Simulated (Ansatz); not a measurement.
## Ansatz (development build ahead of 0.2.0) run

```yaml
crystal:
  periodic: [false, false, false]
  atoms:
    - { symbol: C, position_ang: [0.0, 0.0, -0.85504] }
    - { symbol: C, position_ang: [0.0, 0.64835, 0.49792] }
    - { symbol: C, position_ang: [0.0, -0.64835, 0.49792] }
    - { symbol: H, position_ang: [0.9187, 0.0, -1.46383] }
    - { symbol: H, position_ang: [-0.9187, 0.0, -1.46383] }
    - { symbol: H, position_ang: [0.0, 1.58969, 1.04139] }
    - { symbol: H, position_ang: [0.0, -1.58969, 1.04139] }
basis:
  gaussian: { orbitals: def2-TZVP }
hamiltonian:
  xc: hf
correlation:
  method: mp2
  frozen_orbitals: { C: 1, H: 0 }
```

The input is written out in the form of the current development build from the run's settings.

The run gave:

```yaml
Converged: yes
Reference_energy: -115.86630 hartree
Correlation_energy: -0.47543 hartree
Total_energy: -116.34173 hartree
Spin_squared_of_the_determinant: 0.000
```
